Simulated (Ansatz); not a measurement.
# How methods differ on C4H5N (SMILES C/C=C/C#N)

The species is C4H5N (10 atoms), meant as a singlet with charge 0. SMILES: `C/C=C/C#N`. The shape is that of a PBE0-D4/def2-TZVP optimisation.

Each level gives the atomisation enthalpy at 298 K (kJ/mol). The values are calculated. The thermal term (zero-point and 298 K enthalpy, harmonic and unscaled) is that of PBE0-D4/def2-TZVP; the spin-orbit lowering of the free atoms at 298 K, 0.1 kJ/mol by their spectra, is taken off.

**What was measured.** CRC Handbook of Chemistry and Physics; in doubt, as an older value, an estimate or one at odds with other calculations gives the atomisation enthalpy at 298 K of the gas as 4296 kJ/mol.

```csv
level,kind,program,value (kJ/mol),computed − measured
BLYP/cc-pVDZ,GGA,Ansatz,4210,-86
PBE/cc-pVDZ,GGA,Ansatz,4362,+66
B3LYP/cc-pVDZ,global hybrid,Ansatz,4196,-100
r2SCAN0/cc-pVDZ,hybrid meta-GGA,Ansatz,4129,-167
HSE06/cc-pVDZ,range-separated hybrid,Ansatz,4253,-43
wB97M-V/cc-pVDZ,range-separated hybrid,Ansatz,4250,-46
RPA@PBE0/cc-pVDZ,RPA,Ansatz,3817,-479
CCSD/cc-pVDZ,coupled cluster or CI,Ansatz,3863,-433
```

Nearest: HSE06/cc-pVDZ (-43 kJ/mol); farthest: RPA@PBE0/cc-pVDZ (-479 kJ/mol). Computed less measured by kind, in kJ/mol (of the ab initio rows, those in cc-pVDZ): GGA -86 to +66; global hybrid -167 to -100; range-separated hybrid -46 to -43; RPA -479; coupled cluster or CI -433. In a finite basis correlated wave-function methods underbind, so their errors here aren't those of the basis-set limit.
